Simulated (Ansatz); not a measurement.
Input file:

```yaml
crystal:
  periodic: [false, false, false]
  atoms:
    - {symbol: Ge, position_ang: [0.001714, 0.012838, 0.275082]}
    - {symbol: C, position_ang: [0.000881, -0.124081, -1.631890]}
    - {symbol: H, position_ang: [0.048846, 1.535722, 0.650906]}
    - {symbol: H, position_ang: [1.197626, -0.701971, 0.812070]}
    - {symbol: H, position_ang: [-1.347875, -0.685791, 0.760581]}
    - {symbol: H, position_ang: [-0.032606, 0.405409, -2.602371]}
basis:
  gaussian: {orbitals: cc-pVDZ}
magnetization: {spin_polarized: false, initial_magnetization: 2}
correlation: {method: mp2, electrons: valence}
```

```sh
$ ansatz run in.yaml --threads 1 --pin off --events-out ev --progress --plain --max-ram 2393MiB
```

Log:

```
632 factors; integrals over basis functions are off by at most 8.7e-4 eV
mean field evaluation 1: about -57562.0028 eV, gradient 1.3e1 eV
mean field evaluation 2: about -57562.0057 eV, gradient 1.3e1 eV
mean field evaluation 4: about -57563.4151 eV, gradient 2.2e0 eV
mean field evaluation 8: about -57563.4451 eV, gradient 1.1e-3 eV
mean field -57563.44511519 eV, -2115.4175900788 hartree, gradient 3.1e-6 eV, S^2 2.000000; 0 other end points of the search recorded, 0 dependent functions left out
mean field evaluation 16: about -57563.6412 eV, gradient 6.1e-1 eV
10 core orbitals not correlated: weight in the atoms' cores, before any rotation towards them, 1.000 or more for the frozen orbitals, at most 0.000 for the correlated occupied ones
reference -57563.44511519 eV, -2115.4175900788 hartree; 12, 10 occupied and 39, 41 virtual orbitals, 632 factors
second order -5.71582623 eV of doubles, -0.10771520 eV of singles
Total energy: -57569.26865662 eV, -2115.6316012791 hartree
```

Ran on 1 thread of Intel Xeon Platinum 8259CL, shared host: 1.6 s wall, 0.21 GiB peak host memory.
